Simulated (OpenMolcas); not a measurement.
C2 (SMILES [C]#[C]): the vertical energy of the triplet above the singlet from total energies

C2 has 2 atoms, charge 0, and is taken as a singlet. SMILES: `[C]#[C]`. The shape is that of a GFN2-xTB optimisation.

```xyz
2

C     0.0000    0.0000    0.0000
C     0.0000    0.0000    1.1608
```

Both states at this one shape; open shells run unrestricted unless said. 1 Eh = 27.2114 eV.

```
                                                         level     program  singlet C2 (Eh)  triplet C2 (Eh)
                                                  SVWN5/STO-3G  OpenMolcas       -74.191405       -74.165246
                                                    PBE/STO-3G  OpenMolcas       -74.818007       -74.797727
                                                  B3LYP/STO-3G  OpenMolcas       -74.901003       -74.894535
CCSD(T)/STO-3G, open shells restricted, 2 core orbitals frozen  OpenMolcas       -74.668412       -74.624385
```

Question: Work out the vertical gap, second state less first, at each level.

Answer: 
1. SVWN5/STO-3G: -74.165246 − (-74.191405) = 0.026159 Eh = 0.71 eV.
2. PBE/STO-3G: -74.797727 − (-74.818007) = 0.020280 Eh = 0.55 eV.
3. B3LYP/STO-3G: -74.894535 − (-74.901003) = 0.006468 Eh = 0.18 eV.
4. CCSD(T)/STO-3G, open shells restricted: -74.624385 − (-74.668412) = 0.044027 Eh = 1.20 eV.

No measured value is set beside it here; the levels span 0.18 to 1.20 eV. Minimal sets are far from the basis-set limit.
